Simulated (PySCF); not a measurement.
C₂H₃N, SMILES CC#N (connectivity only; charge and spin as stated), charge +1, multiplicity 2.

Geometry: B3LYP-D3(BJ)/def2-TZVP. A frequency run showed that this geometry is not a minimum. The spin state was assumed, not searched.

These are TDA-ωB97X/def2-SVPD in PySCF 2.14.0 values and carry that method's errors.

Vertical excitations. 

Computed excitation energies, oscillator strengths and character:
| state | energy (eV) | λ (nm) | f | main pairs |
|---|---|---|---|---|
| root 1 | 0.33 | 3795 | 0.000 | β HOMO→LUMO 94 % |
| root 2 | 1.40 | 883 | 0.002 | β HOMO−1→LUMO 96 % |
| root 3 | 4.44 | 279 | 0.083 | β HOMO−2→LUMO 94 % |
| root 4 | 4.72 | 263 | 0.002 | β HOMO−3→LUMO 92 % |
| root 5 | 5.95 | 208 | 0.006 | β HOMO−4→LUMO 93 % |
| root 6 | 6.27 | 198 | 0.000 | α HOMO→LUMO+1 34 %, β HOMO→LUMO+1 53 % |
| root 7 | 6.84 | 181 | 0.000 | α HOMO→LUMO 88 % |
| root 8 | 7.59 | 163 | 0.007 | α HOMO−1→LUMO 59 %, α HOMO→LUMO+1 25 %, β HOMO→LUMO+1 5 % |
| root 9 | 8.02 | 155 | 0.000 | α HOMO−1→LUMO+1 58 %, β HOMO→LUMO+2 26 % |
| root 10 | 8.10 | 153 | 0.001 | α HOMO−2→LUMO+1 38 %, β HOMO−1→LUMO+1 59 % |
Unrestricted roots are not spin-pure.
